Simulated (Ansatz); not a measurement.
# NaO+ (triplet): the correlation ladder at distance O1–Na2 = 4.659 Å, cc-pVDZ

The task here is to estimate one member of a computed series from the others.

Computed with Ansatz 0.2.0, Gaussian basis. Level: cc-pVDZ, core rule «outside noble gas», up to 6 orbitals frozen.

Plan: UHF; CCSD(T) on ROHF; CCSD(T) on UHF; BCCD(T) on ROHF; CCSDT(Q) on ROHF; CCSDT(Q) on UHF; Full CI.

79 further runs of the same task are left out: 65 for a known fault of the program, 11 that didn't finish, 3 set aside as unsound or not needed. Runs told in other sessions of the task aren't counted.

## What is computed

The geometry derives from a PBE0/def2-TZVP stationary point (not a proven minimum). One bond is set to the value named and the two fragments are kept rigid.

2 atoms, charge 1, spin multiplicity 3.

Atoms are counted from 1 here; the program's logs count them from 0.

No contacts short enough for the rule that draws bonds.

Geometry (Å):

```xyz
2
charge 1, multiplicity 3
O     0.0000    0.0000    0.0000
Na    0.0000    0.0000    4.6590
```

Set-up of the first run:

in.yaml

```yaml
crystal:
  periodic: [false, false, false]
  atoms:
    - {symbol: O, position_ang: [0.000000, 0.000000, 0.000000]}
    - {symbol: Na, position_ang: [0.000000, 0.000000, 4.659000]}
basis:
  gaussian: {orbitals: cc-pVDZ}
total_charge: 1
magnetization: {spin_polarized: true, initial_magnetization: 2}
hamiltonian: {xc: hf}
output: {orbitals: {seedname: orbitals}}
```

Command:

```
> ansatz run in.yaml --threads 1 --pin off --events-out ev --progress --plain --max-ram 2393MiB
```

Steps of the session up to this table: UHF; CCSD(T) on ROHF; CCSD(T) on UHF; BCCD(T) on ROHF; CCSDT(Q) on ROHF; CCSDT(Q) on UHF; Full CI.

One of the session's tables, all rows but one given; the rest of the session is left out.

```
   method  from FCI (meV)
     ROHF         +3350.5
      UHF         +3220.4
     RMP2          +439.2
     UMP2          +436.8
    RCCSD           +27.0
    UCCSD           +24.7
 RCCSD(T)            +5.0
 UCCSD(T)            +3.4
  BCCD(T)            +4.9
   RCCSDT               ?
   UCCSDT             0.0
RCCSDT(Q)            -0.4
UCCSDT(Q)            -1.8
      FCI               0
```

Q: Estimate the row for RCCSDT from the others.

**Answer.** from FCI (meV): +1.5. In the column «from FCI (meV)» it lies between FCI (0) and UCCSD(T) (+3.4).

Limits of these values: Levels on UHF freeze UHF's core orbitals, full CI those of ROHF, so the U rows can settle a little off it for that reason alone. Restricted and unrestricted rows rest on different reference determinants; a gap between their highest levels can come from leftover correlation error, from unlike frozen cores or from another state.
